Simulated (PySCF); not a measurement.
# BH (Boron monohydride): the cost of one run

The runs use PySCF 2.14.0, with density-fitted response routines of our own; the level of theory stands in each step. All values are computed, except where a source is named. Atoms count from 0, in the outputs and in this text.

### 1 Starting geometry

2 atoms, charge 0, multiplicity 1; geometry from: GFN2-xTB. The atoms were then displaced at random by about 0.01 Å, so the start is not that level's minimum.

Bonds of the start (Å): B0–H1 1.19.

### 2 Relaxing the molecule at PBE0-D3(BJ)/def2-TZVP

Job settings and geometry (Å):

```
{"job": {"xc": "PBE0", "basis": "def2-TZVP", "d3": "d3bj", "grid": 2, "shake": 0.01, "kind": "geom"}, "charge": 0, "multiplicity": 1}
B      0.604280    -0.028550     0.001470
H     -0.586790    -0.000260    -0.013590
```

The run is started by

```bash
$ OMP_NUM_THREADS=1 python probes_run.py task.json out
```

This one command runs all jobs of the session in turn.

Q: Estimate the wall time and peak memory of this first job on 1 thread of Arm Neoverse V1, shared host.

About 1.2 s, with a peak of 0.24 GiB.
